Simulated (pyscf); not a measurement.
Optimised with ωB97X-D3(BJ)/def2-SVP in PySCF.

Problem. For the elementary gas-phase step H₃Si–AsH–In [singlet] → H₂Si=As–In [singlet] + hydrogen (H₂) (singlet surface; As–H, H–Si broken, H–H formed), what barrier and reaction energy does ωB97M-D3(BJ)/def2-TZVP give, measured from the reactant's lowest minimum found?

Solution. ΔE‡ = 260.8 kJ/mol, ΔE = +130.1 kJ/mol. Zero-point energy shifts the barrier by -16.1 kJ/mol. It is an elimination, with an imaginary mode of 1287i cm⁻¹. One saddle was located; it need not be the lowest between these sides. Elements up to Kr have no core potential and no relativistic terms here. Elements past Kr carry the def2 core potentials, without spin-orbit coupling.
